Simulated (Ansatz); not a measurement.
# Zinc, hcp under PBE: ground state and equation of state

What does PBE give for zinc in the hcp structure? We relax it, solve it on a dense k-mesh, switch on spin-orbit coupling, then scale the cell to 7 volumes from 88 to 112 % of the relaxed one and try a fit of the equation of state. The k-meshes are 13×13×7 for the relaxation; 22×22×11 for the dense run; 14×14×7 for spin-orbit coupling; 22×22×11 for the volumes. The starting cell is the deposited one, from the Crystallography Open Database.

Computed with Ansatz 0.2.0 (DFT PBE, plane waves (420 eV) with PAW, scalar-relativistic, unless a step says otherwise).

**1. The starting structure**

The structure is hexagonal, space group P6_3/mmc (No. 194). Conventional cell: a = 2.665 Å, b = 2.665 Å, c = 4.947 Å, α = 90.00°, β = 90.00°, γ = 120.00°. Around Zn (site symmetry -6m2) lie 12 Zn at 2.66 to 2.91 Å.

Coordinates:

```
CELL_PARAMETERS angstrom
2.66480 0.00000 0.00000
-1.33240 2.30778 0.00000
0.00000 0.00000 4.94670
ATOMIC_POSITIONS crystal
Zn 0.33333 0.66667 0.25000
Zn 0.66667 0.33333 0.75000
```

**2. Relaxing cell and atoms**

input.yaml

```yaml
crystal:
  lattice:
    - [2.6647980532, 0.0, 0.0]
    - [-1.3323990266, 2.30778281, 0.0]
    - [0.0, 0.0, 4.9467]
  atoms:
    - { symbol: Zn, position: [0.3333333333, 0.6666666667, 0.25] }
    - { symbol: Zn, position: [0.6666666667, 0.3333333333, 0.75] }
hamiltonian:
  xc: pbe
  pseudopotentials:
    kind: paw
    azcp:
      Zn: "pseudopotentials/Zn.paw.azcp"
basis:
  ecutwfc: 420
  fft_grid_basis: typed
kpoints:
  mp_grid: { grid: [13, 13, 7], shift: [0, 0, 0] }
magnetization:
  spin_polarized: false
scf:
  occupations: { method: fermi_dirac, width: 0.1 }
relax:
  max_steps: 60
  f_tol: 0.01
  cell: {}
```

Further steps of the session: Dense single point; With spin-orbit coupling; The cell scaled to 88 % of its volume; The cell scaled to 92 % of its volume; The cell scaled to 96 % of its volume; The cell scaled to 100 % of its volume; The cell scaled to 104 % of its volume; The cell scaled to 108 % of its volume; The cell scaled to 112 % of its volume.

Q: Predict the outcome of this session. Wanted: space group; conventional cell; volume; shortest distance; gap on the mesh; V₀, B₀, B₀′.

As calculated:

```
                      quantity                                   value
space group (spins left aside)                      P6_3/mmc (No. 194)
             conventional cell  a = 2.656 Å, c = 4.962 Å (c/a = 1.869)
                        volume                          15.154 Å³/atom
             shortest distance                                 2.656 Å
   against the measured volume                 -0.4 % (15.211 Å³/atom)
               gap on the mesh            none (levels filled in part)
                   V₀, B₀, B₀′             15.166 Å³/atom, 74 GPa, 5.3
```

What this shows: The relaxed volume lies 0.4 % below the deposited cell. Part of the miss is zero-point motion and any thermal expansion in the deposited cell. Levels at the Fermi energy are filled in part, as in a metal. The total energy of the spin-orbit run (on a coarser mesh) lies -63 meV/atom from the scalar one; mesh and treatment of the core enter this figure, so it is no spin-orbit energy. The fitted modulus is 74 GPa; letting shape and positions relax at each volume could only lower it.
